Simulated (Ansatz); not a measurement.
Rock-salt SnTe (cubic form, which distorts at low temperature) was calculated with Hartree–Fock in Ansatz (PAW).

Settings: plane-wave cutoff 460 eV, 8×8×8 k mesh, Fermi–Dirac smearing 0.01 eV, scalar-relativistic PAW data made under PBE.

Response to compression and expansion:

| V (Å³/atom) | P (GPa) | direct gap at Γ (eV) | smallest gap on the k mesh (eV) |
|---|---|---|---|
| 35.151 | 2.01 | 11.562 | 4.381 |
| 35.579 | 1.50 | 11.483 | 4.434 |
| 36.076 | 0.94 | 11.393 | 4.494 |
| 37.104 | -0.10 | 11.212 | 4.608 |
| 37.926 | -0.83 | 11.071 | 4.692 |
| 38.851 | -1.56 | 10.916 | 4.777 |

The fundamental gap (4.60 eV at the equilibrium volume, on the SCF mesh) lies elsewhere than Γ–Γ.

Measured, for comparison: band gap 0.3 eV (4 K, zero-point motion not removed, bulk gap, ARPES or transport; rounded; as tabulated in Ando (2013), arXiv:1304.5693).

Note: the cell is over a tenth larger than the published one (another phase or state, or a fault of the published cell, is possible); symmetry holds this phase in the static calculation, where it need not be a minimum.

Spin–orbit coupling is not included; with these elements it can move the gap by several tenths of an eV or more.

Ansatz is a quantum-chemistry and plane-wave program.
